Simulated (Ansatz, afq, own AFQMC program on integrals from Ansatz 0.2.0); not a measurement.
Where AFQMC and coupled cluster stand for GeH₃⁻, singlet

```xyz
4

Ge    0.0002    0.0000   -0.0355
H     1.3433    0.0091    0.8611
H    -0.6865    1.1625    0.8504
H    -0.6705   -1.1720    0.8501
```

Basis aug-cc-pVDZ. Only valence electrons are correlated. AFQMC by an in-house program on the Cholesky factors that Ansatz 0.2.0 writes for its CCSD(T) run. ph-AFQMC/CISD is guided by a CISD state made of CCSD amplitudes; releasing the constraint for a short imaginary time cuts its bias at the price of noise, slowly where states lie close. Free AFQMC starts from the CCSD state and is never constrained. Its projection time is finite, and what remains of the start isn't in its error. Uncertainties: one standard error, sampling alone. No spin–orbit coupling.

Determinant: RHF, the one that the program's search chose, which needn't be the lowest solution. The geometry is a PBE0/def2-TZVPD stationary point of this or a neighbouring charge and spin state.

No full CI on the walks' own integrals is used here; CCSDT(Q) serves as the reference and is uncertain by about the last step of the cluster series.

Cautions: no relativity below Rb; no spin-orbit coupling; inner d shell frozen.

The T1 diagnostic is 0.0146. The weight of the determinant in the CISD state is 0.895. The size of the correlated space is 8 electrons in 49 orbitals.

```tsv
level	correlation energy (eV)
MP2	-3.4140
CCSD	-4.2185
CCSD(T)	-4.3391
```

Task: Estimate where phaseless AFQMC with a CISD trial lies against CCSD(T) on the same integrals.

Result: 2.4 ± 0.8 kJ/mol below CCSD(T).

Reference: CCSDT(Q), correlation energy -4.367 eV. The released energy is read at 1.50 1/Eh (meV from the phaseless value at times in 1/Eh: 3 ± 10 at 0.24, 3 ± 10 at 0.50, -4 ± 9 at 1.00, -4 ± 7 at 1.50).

```json
{"level": "CCSD(T)", "E − E(reference) (kJ/mol)": "2.7", "share of correlation (%)": "99.35"}
{"level": "CCSDT", "E − E(reference) (kJ/mol)": "0.5", "share of correlation (%)": "99.88"}
{"level": "ph-AFQMC/HF", "E − E(reference) (kJ/mol)": "-4.9 ± 3.3", "share of correlation (%)": "101.17"}
{"level": "ph-AFQMC/CISD", "E − E(reference) (kJ/mol)": "0.3 ± 0.8", "share of correlation (%)": "99.93"}
{"level": "released AFQMC", "E − E(reference) (kJ/mol)": "-0.1 ± 0.7", "share of correlation (%)": "100.03"}
{"level": "free AFQMC", "E − E(reference) (kJ/mol)": "0.4 ± 1.0", "share of correlation (%)": "99.91"}
```

Free projections are given only where their last times agree within the noise and don't stop above the reference; a slow remainder of the start can still hide under it. A walk keeps the symmetry of its determinant, which the program's search chose and which needn't be the lowest solution, so a lower state of the same spin and another symmetry isn't excluded. Released energies are given only where the last usable release times agree within the noise; a slower fall can still hide under it.
